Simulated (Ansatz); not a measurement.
## HC–CH, singlet: vertical spin and charge gaps

Geometry (PBE0/def2-TZVP stationary point for this spin, not checked as a minimum):

```csv
atom,x (Å),y (Å),z (Å)
C,0.0000,0.0000,0.5985
C,0.0000,0.0000,-0.5985
H,0.0000,0.0000,1.6632
H,0.0000,0.0000,-1.6632
```

Basis cc-pVTZ; Ansatz 0.2.0. Correlated methods freeze the noble-gas cores. R marks a restricted (for open shells ROHF) determinant, U an unrestricted one. Active spaces: valence = (10e, 10o) chosen from the atoms' valence shells.

Gaps are energies of the second state less the first, at fixed atoms, for a selection of the levels run; each method lands on the state that its own search finds for that charge and spin.

Removing an electron, to the doublet: 11.437 eV at UCCSDT(Q).

```csv
level,gap (eV),error (meV)
RHF,9.881,-1556
UHF,9.806,-1631
RMP2,11.595,158
UMP2,11.604,167
RCCSD,11.289,-148
UCCSD,11.287,-150
RCCSD(T),11.439,2
UCCSD(T),11.439,2
BCCD(T),11.440,3
RCCSDT,11.421,-16
UCCSDT,11.421,-16
RCCSDT(Q),11.438,1
CASSCF (valence space),10.532,-905
NEVPT2 (valence space),11.257,-180
MRCISD (valence space),11.325,-112
MRCISD+Q (valence space),11.411,-26
PBE,11.416,-21
r2SCAN,11.258,-179
PBE0,11.288,-149
B3LYP,11.364,-73
wB97M-V,11.275,-162
B2PLYP,11.381,-56
RPA-PBE,11.549,112
```

Full CI isn't at hand for all of this; UCCSDT(Q) serves as the reference, and is uncertain by the last step of the cluster series or more. The frozen core follows each run's orbitals, which can shift R against U totals by a few meV.
